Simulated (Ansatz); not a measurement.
# H2LiO2: the cost of one run

Computed with Ansatz 0.2.0, Gaussian basis. Level: RKS PBE-D4/def2-SVP.

Levels: PBE-D4, revPBE-D4, BLYP-D4, r2SCAN-D4, B97M-V, PBE0-D4, B3LYP-D4, HSE06-D4, wB97X-V, wB97M-V, B2PLYP, Hartree-Fock, MP2, CCSD, CCSD(T). The reference is CCSD(T) extrapolated to the basis limit.

Correlated methods freeze the cores. The outer core shell of Li, Na, Mg and K is correlated. B3LYP uses VWN-RPA correlation. B2PLYP carries no dispersion term here.

163 further runs of the same task are left out: 163 set aside as unsound or not needed.

## Step 1: The starting structure

The pair, from a GFN2-xTB docking trial: 5 atoms, charge 1, spin multiplicity 1.

Atoms are counted from 1 here; the program's logs count them from 0.

Bond lengths: Li1–O2 1.875 Å, Li1–O3 1.875 Å, O2–O3 1.424 Å, O2–H4 0.978 Å, O3–H5 0.977 Å. Angles: O2–Li1–O3 44.6°, Li1–O2–O3 67.7°, Li1–O2–H4 144.0°, O3–O2–H4 105.8°, Li1–O3–O2 67.7°, Li1–O3–H5 145.8°, O2–O3–H5 106.1°.

Coordinates:

```xyz
5
charge 1, multiplicity 1
Li   -0.19150    0.01020   -1.67830
O    -0.56270    0.42610    0.11240
O     0.57750   -0.41680   -0.02260
H    -1.02790    0.11840    0.91600
H     1.20460   -0.13790    0.67260
```

Atoms 1 to 1 are fragment A (Li+), the rest fragment B (H2O2).

## Step 2: A first relaxation in a small basis

Input file pre/in.yaml:

```yaml
crystal:
  periodic: [false, false, false]
  atoms:
    - {symbol: Li, position_ang: [-0.191500, 0.010200, -1.678300]}
    - {symbol: O, position_ang: [-0.562700, 0.426100, 0.112400]}
    - {symbol: O, position_ang: [0.577500, -0.416800, -0.022600]}
    - {symbol: H, position_ang: [-1.027900, 0.118400, 0.916000]}
    - {symbol: H, position_ang: [1.204600, -0.137900, 0.672600]}
basis:
  gaussian: {orbitals: def2-SVP}
total_charge: 1
hamiltonian: {xc: pbe, dispersion: d4}
relax: {f_tol: 0.03, max_steps: 250}
```

On the command line:

```
> ansatz run in.yaml --threads 2 --pin off --events-out ev --progress --plain --max-ram 5222MiB
```

**Question.** How long does this run take on 2 threads of Intel Xeon Platinum 8488C, shared host?

About 4.7 s.
